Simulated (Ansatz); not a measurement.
Compare A (`C=CCCC=C`) with its isomer B (`C1=CCCCC1`).

Calculated with Ansatz (gas phase, PBE0-D4/def2-TZVP geometries, no zero-point term in ΔE). CCSD(T)/CBS adds triple-zeta CCSD(T) − MP2 to the extrapolated MP2 energy (def2 sets, frozen cores). DFT in def2-TZVPP. B3LYP here is the variant with VWN-RPA as its local correlation; programs differ in this. One conformer a species, not always the lowest.

A:

Z-matrix (Å, degrees):
```
C
C 1 1.492
C 1 1.535 2 113.0
H 1 1.096 2 109.0 3 120.2
H 1 1.094 2 109.9 3 -122.7
C 2 1.325 1 125.3 3 119.1
H 2 1.090 1 115.8 3 -60.3
C 3 1.492 1 113.0 2 -65.5
H 3 1.094 1 109.5 2 172.0
H 3 1.098 1 108.4 2 55.9
H 6 1.084 2 121.6 1 -179.9
H 6 1.086 2 121.3 1 0.3
C 8 1.326 3 124.8 1 -121.5
H 8 1.088 3 116.1 1 57.5
H 13 1.084 8 121.6 3 179.6
H 13 1.086 8 121.4 3 -0.6
```

B:

Z-matrix (Å, degrees):
```
C
C 1 1.497
C 1 1.523 2 111.9
H 1 1.099 2 109.3 3 122.3
H 1 1.095 2 109.5 3 -122.7
C 2 1.329 1 123.4 3 -13.8
H 2 1.087 1 117.3 3 165.9
C 3 1.521 1 110.8 2 44.6
H 3 1.096 1 109.1 2 -75.4
H 3 1.093 1 110.3 2 167.6
C 6 1.497 2 123.4 1 -2.1
H 6 1.087 2 119.3 1 178.3
H 8 1.093 3 110.8 1 176.0
H 8 1.096 3 109.0 1 58.8
H 11 1.095 6 109.5 2 -136.4
H 11 1.099 6 109.3 2 108.6
```

(1) Which isomer does CCSD(T)/CBS put lower? Give the gap. (Best estimate.)

(2) Give E(B) − E(A) in kcal/mol with CCSD(T)/def2-TZVPP, PBE-D4, HF/def2-TZVPP, LDA (SPW92), ωB97M-V, BLYP-D4, B3LYP. (Best estimate.)

(3) Does the order hold for the free energy at 298.15 K (harmonic terms from PBE0-D4)? (Estimate.)

Largest T1 diagnostic: 0.010.

## Answers

(1) Ansatz gave: B, by 22.9 kcal/mol.

(2) The calculation gave: CCSD(T)/def2-TZVPP -23.0, PBE-D4 -24.1, HF/def2-TZVPP -19.3, LDA (SPW92) -31.2, ωB97M-V -23.9, BLYP-D4 -18.1, B3LYP -19.1. None reverses the order clearly.

(3) Ansatz gave: Yes: G(B) − G(A) = -17.9 kcal/mol, for one conformer each.

In def2-TZVPP, CCSD(T) changes the Hartree–Fock value by −3.7 kcal/mol (the triples alone add +0.3 kcal/mol) and MP2 by −6.1 kcal/mol. At CCSD(T), def2-SVP lies −2.0 kcal/mol from the extrapolated value and def2-TZVPP −0.1 kcal/mol.
